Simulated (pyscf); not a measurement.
Optimised with ωB97X-D3(BJ)/def2-SVP in PySCF.

Estimate the classical barrier height and the reaction energy of •O–Sn(OH)(OH)–OH + H₂ -> HO–Sn(OH)(OH)–OH + H• at ωB97X-D3(BJ)/def2-TZVP. The step runs on the doublet surface, breaks H–H and forms H–O; take the separated reactants as zero.

ΔE‡ = 0.09 eV, ΔE = -0.67 eV. ωB97M-D3(BJ)/def2-TZVP gives 0.11 eV and -0.69 eV. Zero-point energy shifts the barrier by -0.01 eV. It is a hydrogen abstraction, with an imaginary mode of 837i cm⁻¹. One saddle was located; it need not be the lowest between these sides. The angle at the transferred H is 153°. Elements past Kr carry the def2 core potentials, without spin-orbit coupling.
